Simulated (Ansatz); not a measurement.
BNH3 (SMILES B[NH]): methods side by side

BNH3 has 5 atoms, charge 0, and is taken as a doublet. SMILES: `B[NH]`. The shape is that of a PBE0-D4/def2-TZVP optimisation.

```xyz
5

B    -0.3108   -0.3701   -0.0916
N     0.5312    0.6552   -0.0198
H    -0.4148   -1.1074    0.8625
H    -0.9641   -0.5731   -1.0819
H     1.2084    1.3217    0.2893
```

Quantity: the energy change with the B1–H4 bond stretched from 1.204 to 1.805 Å, in eV. The values are calculated.

```tsv
level	kind	program	value (eV)	CPU time (all runs)
USVWN5/STO-3G	LDA	Ansatz	2.30	1.3 s
UBLYP/STO-3G	GGA	Ansatz	2.17	2.2 s
U-r2SCAN/STO-3G	meta-GGA	Ansatz	2.44	5.7 s
UB3LYP/STO-3G	global hybrid	Ansatz	2.44	2.4 s
UBHLYP/STO-3G	global hybrid	Ansatz	?	2.3 s
UPBE0/STO-3G	global hybrid	Ansatz	?	2.5 s
U-wB97M-V/STO-3G	range-separated hybrid	Ansatz	2.60	34 s
UCCSDT(Q)/STO-3G	coupled cluster or CI	Ansatz	2.25	1.4 s
FCI/STO-3G	exact in the basis	Ansatz	2.25	3.2 s
```

**Question.** Estimate what the levels marked ? give.

**Answer.** As computed at these levels: UBHLYP/STO-3G: 2.79 eV; UPBE0/STO-3G: 2.56 eV. The first shape isn't each level's own minimum. The values span 2.17 to 2.79 eV. Spin contamination of the reference (⟨S²⟩ at least 0.1 too high) touches UBHLYP/STO-3G, UCCSDT(Q)/STO-3G. All rows use very small basis sets, so even the best lies far from the true value. Times are those of the runs behind each value, whatever else they computed, on shared processors of several kinds: orders of magnitude only.
